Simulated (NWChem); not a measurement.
# Spin states of Li

```xyz
1

Li     0.0000     0.0000     0.0000
```
Charge 0, spin multiplicity 2.

Program: NWChem.

Basis set: def2-TZVP. The gap is E(quartet) − E(doublet), so a negative value puts the higher spin lower. Open shells are unrestricted, coupled cluster uses restricted open-shell references. The quartet is the single determinant that the SCF runs reached, with unpaired electrons in orbitals of symmetry ag and ag and b1u (D2h labels); it need not be the lowest quartet, which in molecules with degenerate π orbitals can need several determinants. Where the lowest doublet needs several determinants, the single determinant used here isn't a pure state and places it wrongly.

```csv
method,vertical doublet-quartet gap (kcal/mol),difference from CCSD(T)
CCSD(T),1336.8,0.0
B3LYP,1345.6,+8.9
BHandHLYP,1347.7,+10.9
PBE0,1328.3,-8.5
PBE,1326.1,-10.7
```

The values span 21.6 kcal/mol, from PBE (lowest) to BHandHLYP (highest). 

The correlated methods freeze no orbitals. B3LYP has NWChem's definition, with VWN1-RPA local correlation. No SCF solution was tested for a lower state. Open-shell Hartree-Fock references start from PBE0 orbitals. Differences from the coupled-cluster row are differences between methods, not errors against experiment.
